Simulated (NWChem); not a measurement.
System: SiH2 cation, doublet; SMILES of the neutral closed-shell parent [SiH2]

```xyz
3

Si     0.0000     0.0000     0.0936
H      1.2890     0.0000    -0.6549
H     -1.2890     0.0000    -0.6549
```
Atoms are numbered in this order, from 1.

Computed with NWChem. Spin-unrestricted. Medium grid unless said otherwise, to which SCAN and Minnesota functionals are sensitive. In the optimisation the excess spin sits in a1 (C2v, its own frame). Coordinates come from a PBE0-D3(BJ)/def2-TZVP, spin-unrestricted optimisation. The spin multiplicity was typed, not searched, and may not be the lowest. No stability test was run on the SCF state. Total energies of different functionals are on different scales.

| level | energy (Ha) | highest occupied level (eV) | lowest empty minus highest occupied level, either spin (eV) | <S²> |
|---|---|---|---|---|
| B3LYP/def2-TZVP | -290.3092 | -14.65 | 3.42 | 0.752 |
| PBE/def2-TZVP | -290.1292 | -13.73 | 1.93 | 0.752 |
| TPSSh/def2-TZVP | -290.3061 | -14.43 | 3.07 | 0.753 |
| OLYP/def2-TZVP | -290.2917 | -13.63 | 2.07 | 0.752 |
| r2SCAN/def2-TZVP | -290.2527 | -14.11 | 2.68 | 0.753 |
| LDA (Slater exchange, PW92)/def2-TZVP | -289.0893 | -13.60 | 1.46 | 0.751 |
| B3PW91/def2-TZVP | -290.2550 | -14.75 | 3.77 | 0.752 |
| MN15/def2-TZVP | -290.1639 | -15.19 | 4.84 | 0.752 |
| LC-BLYP (range parameter 0.33 per bohr)/def2-TZVP | -290.0625 | -17.13 | 8.25 | 0.753 |
| M06/def2-TZVP | -290.2725 | -14.62 | 3.13 | 0.751 |
